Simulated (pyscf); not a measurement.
Optimised with ωB97X-D3(BJ)/def2-SVP in PySCF.

Question: For `[ClH]` + `[Cl][GeH]` [singlet] → `[Cl][Ge][Cl]` [singlet] + `[H][H]`, a four-centre exchange (singlet surface; Cl–H, Ge–H broken, Cl–Ge, H–H formed), PBE/def2-TZVP gives ΔE‡ = -0.27 eV and ΔE = -1.34 eV (zero: the separated reactants). In which direction and how far do B3LYP-D3(BJ)/def2-TZVP, M06-2X/def2-TZVP, ωB97M-D3(BJ)/def2-TZVP move these?

Answer: B3LYP-D3(BJ): ΔE‡ = -0.06 eV, ΔE = -1.34 eV; M06-2X: ΔE‡ = 0.05 eV, ΔE = -1.37 eV; ωB97M-D3(BJ): ΔE‡ = 0.09 eV, ΔE = -1.24 eV. PBE's barrier lies under all of them, by 0.22 to 0.36 eV. Its reaction energy lies among theirs. Low barriers are usual for a GGA, whose delocalisation error favours stretched bonds. On the reactant side the descent ends in a bound adduct, 0.35 eV under the separated species and 0.35 eV under the saddle at ωB97X-D3(BJ)/def2-TZVP. At PBE, B3LYP-D3(BJ) the saddle lies under the separated reactants, which points to a path from their complex (located at ωB97X-D3(BJ) alone). One saddle was located; it need not be the lowest between these sides. Elements up to Kr have no core potential and no relativistic terms here.
